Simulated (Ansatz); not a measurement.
A (111) slab of Pt (Fm-3m (No. 225)), 5 planes, outer planes Pt (top) and Pt (bottom), with 5 atoms (Pt5) in a surface cell of A = 6.825 Å², as cut from the bulk:

```
Pt
1.0
     2.80738    0.00000    0.00000
    -1.40369    2.43126    0.00000
     0.00000    0.00000   24.16886
Pt
5
Direct
  0.66667 0.33333 0.31032
  0.33333 0.66667 0.40516
  0.00000 0.00000 0.50000
  0.66667 0.33333 0.59484
  0.33333 0.66667 0.68968
```

These are results of DFT PBE, scalar-relativistic, plane waves, PAW (Ansatz 0.2.0), not measurements. Plane waves to 420 eV, a k mesh through Γ of 12×12×1 on the computed 5-atom cell and Gaussian smearing (0.10 eV); no spin polarisation. The cell repeats along c with a dipole correction in the vacuum.

Against the same 5 atoms in the bulk, the slab as cut lies 1.279 eV higher and the relaxed slab 1.272 eV higher.

**Question.** Work out the surface energy before and after relaxation.

**Answer.** The slab has two faces, so γ = (E_slab − N·E_bulk)/(2A), the mean of both. As cut: 1.279/(2 × 6.825) = 0.0937 eV/Å², and 1 eV/Å² = 16.02 J/m², so γ = 1.50 J/m². Relaxed: 1.272/(2 × 6.825) = 0.0932 eV/Å² = 1.49 J/m². Relaxation recovers 0.5 % of the cost of cutting.

**Question.** A cut through this plane breaks about 3 nearest-neighbour bonds a surface cell. What does each broken bond cost, before relaxation?

**Answer.** One cut makes two faces and costs 2γA = 1.279 eV, shared by 3 bonds: 0.43 eV a bond. In a metal this is less than the cohesive energy a bond, since the bonds that remain at the surface strengthen.

**Question.** What is the ideal work of this cut, per area?

**Answer.** Griffith's ideal work is 2γ: 3.00 J/m² if the new faces stay rigid, 2.99 J/m² if they relax. One thickness was run, 5 planes, so γ can still shift with it.